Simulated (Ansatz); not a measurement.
Geometry optimisation, RKS PBE0-D4/def2-SVP in Ansatz 0.2.0.

Input:

```yaml
crystal:
  periodic: [false, false, false]
  atoms:
    - { symbol: C, position_ang: [0.1488, -2.4247, 0.0404] }
    - { symbol: C, position_ang: [0.6429, -0.9685, 0.0599] }
    - { symbol: O, position_ang: [-0.478, -0.0597, -0.0938] }
    - { symbol: C, position_ang: [0.0523, 1.2914, -0.1017] }
    - { symbol: "N", position_ang: [-1.1596, 2.1009, -0.3657] }
    - { symbol: O, position_ang: [0.4741, 1.6869, 1.1444] }
    - { symbol: H, position_ang: [-0.4022, -2.5652, -0.9075] }
    - { symbol: H, position_ang: [0.9447, -3.0947, 0.1255] }
    - { symbol: H, position_ang: [-0.6181, -2.5155, 0.8793] }
    - { symbol: H, position_ang: [1.3582, -0.8241, -0.7389] }
    - { symbol: H, position_ang: [1.1508, -0.7924, 1.0334] }
    - { symbol: H, position_ang: [0.7594, 1.4378, -0.8544] }
    - { symbol: H, position_ang: [-2.01428, 1.54431, -0.23862] }
    - { symbol: H, position_ang: [-1.18426, 2.84546, 0.32293] }
    - { symbol: H, position_ang: [-0.3477, 1.9233, 1.5969] }
basis:
  gaussian: { orbitals: def2-SVP }
hamiltonian:
  xc: pbe0
  dispersion: d4
relax:
  f_tol: 0.015
  max_steps: 40
output:
  orbitals: {}
```

Launched with:

```bash
$ ansatz run input.yaml --threads 2 --pin off --max-ram 3072MiB --backend cpu --events-out ev --progress --plain --runs-dir out
```

Task: Where does it end, and by what steps?

Result: The forces met the threshold. After 8 steps the energy has fallen by 0.753 eV; H14 moved furthest, 0.59 Å.

```
step  energy less start (eV)  largest force component (eV/Å)  accepted
   0                  0.0000                           5.792       yes
   1                 -0.5670                           1.516       yes
   2                 -0.6847                           0.752       yes
   3                 -0.5659                           2.637        no
   4                 -0.7265                           0.281       yes
   5                 -0.7402                           0.174       yes
   6                 -0.7516                           0.123       yes
   7                 -0.7533                           0.047       yes
   8                 -0.7534                           0.009       yes
```

```xyz
15
Properties=species:S:1:pos:R:3
C 0.113 -2.347 0.058
C 0.660 -0.941 0.030
O -0.416 -0.042 -0.104
C -0.065 1.298 -0.046
N -1.218 2.019 -0.471
O 0.422 1.643 1.225
H -0.450 -2.563 -0.862
H 0.930 -3.078 0.147
H -0.567 -2.481 0.913
H 1.361 -0.814 -0.819
H 1.227 -0.718 0.951
H 0.787 1.520 -0.720
H -2.051 1.643 -0.020
H -1.125 3.003 -0.238
H -0.281 1.443 1.857
```

Time of the run: 23 s on 2 threads of Intel(R) Xeon(R) 6975P-C (Granite Rapids) (shared host), peak memory 0.34 GiB.
